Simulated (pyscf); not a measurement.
This saddle point was located with ωB97X-D3(BJ)/def2-SVP in PySCF.

```xyz
9

C      1.4757     0.1692    -0.4103
Te    -0.6960     0.1883    -0.5211
H      1.8343    -0.6541     0.2213
H      1.8648     1.1332    -0.0575
H      1.8059     0.0002    -1.4493
H     -0.2190     0.5159     1.3966
Se    -2.9652     0.4517     1.2397
H     -1.0933     0.5461     1.6396
H     -3.0145    -0.9853     1.5349
```

Surface: singlet, charge 0. Lowest wavenumbers (cm⁻¹): 1784i, 127, 152, 184, 191.

Task: Name the species on either side of this saddle.

Result: H₃C–TeH + H₂Se <-> H₃C–Te–SeH + H₂, a four-centre exchange read from left to right: H–Te, H–Se broken and Se–Te, H–H formed. At ωB97M-D3(BJ)/def2-TZVP it lies +58.1 kcal/mol from the left side and +62.4 kcal/mol from the right (each side as separated species at their lowest minima found). From the product side, H₃C–Te• + SeH• + H₂ lies, by one bond made or cut, 10.8 kcal/mol under this saddle at ωB97M-D3(BJ)/def2-TZVP. One saddle was located; it need not be the lowest between these sides. Elements up to Kr have no core potential and no relativistic terms here. Elements past Kr carry the def2 core potentials, without spin-orbit coupling.
